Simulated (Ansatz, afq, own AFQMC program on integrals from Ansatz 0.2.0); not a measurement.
# Al$_{2}$H$_{2}$, singlet: AFQMC among the cluster methods

```yaml
atoms:
  - { symbol: Al, position_ang: [0.0000, -0.1535, 1.3084] }
  - { symbol: Al, position_ang: [0.0000, 0.1535, -1.3084] }
  - { symbol: H, position_ang: [0.0000, 1.1439, 2.2825] }
  - { symbol: H, position_ang: [0.0000, -1.1439, -2.2825] }
```

Connectivity, by distances: AlH–AlH.

Basis 6-31G. Only valence electrons are correlated. AFQMC by an in-house program on the Cholesky factors that Ansatz 0.2.0 writes for its CCSD(T) run. ph-AFQMC/CISD is guided by a CISD state made of CCSD amplitudes; releasing the constraint for a short imaginary time cuts its bias at the price of noise, slowly where states lie close. Error bars are statistical, one sigma.

Determinant: RHF, the one that the program's search chose, which needn't be the lowest solution. The geometry is a PBE0/def2-TZVP stationary point of this or a neighbouring charge and spin state.

Full CI on the same integrals is exact in this basis and with this determinant's frozen core.

Cautions: restricted determinant unstable towards unrestricted (UHF 301 meV lower, ⟨S²⟩ 0.67); strong correlation (T1 0.030, weight of the determinant 0.85, largest double 0.24).

The T1 diagnostic is 0.0297. The weight of the determinant in the CISD state is 0.849. The size of the correlated space is 8 electrons in 20 orbitals.

Reference: full CI, correlation energy -2.807 eV. The released energy is read at 2.40 1/Eh (meV from the phaseless value at times in 1/Eh: -3 ± 4 at 0.24, -4 ± 4 at 0.51, -13 ± 4 at 0.99, -12 ± 4 at 1.62, -12 ± 4 at 2.40).

```tsv
level	E − E(reference) (mEh)	share of correlation (%)
HF	103.17	0.00
MP2	35.59	65.51
CCSD	3.88	96.24
CCSD(T)	1.32	98.72
CCSDT	0.30	99.71
CCSDT(Q)	0.07	99.93
CCSDTQ	0.01	99.99
ph-AFQMC/CISD	0.84 ± 0.16	99.18
released AFQMC	0.41 ± 0.15	99.60
```

CCSDT and higher add their correlation energy to the determinant of the CCSD(T) run, since their own runs factorise the integrals more tightly (a shift of under 2 meV). A walk keeps the symmetry of its determinant, which the program's search chose and which needn't be the lowest solution, so a lower state of the same spin and another symmetry isn't excluded. Released energies are given only where the last usable release times agree within the noise; a slower fall can still hide under it.
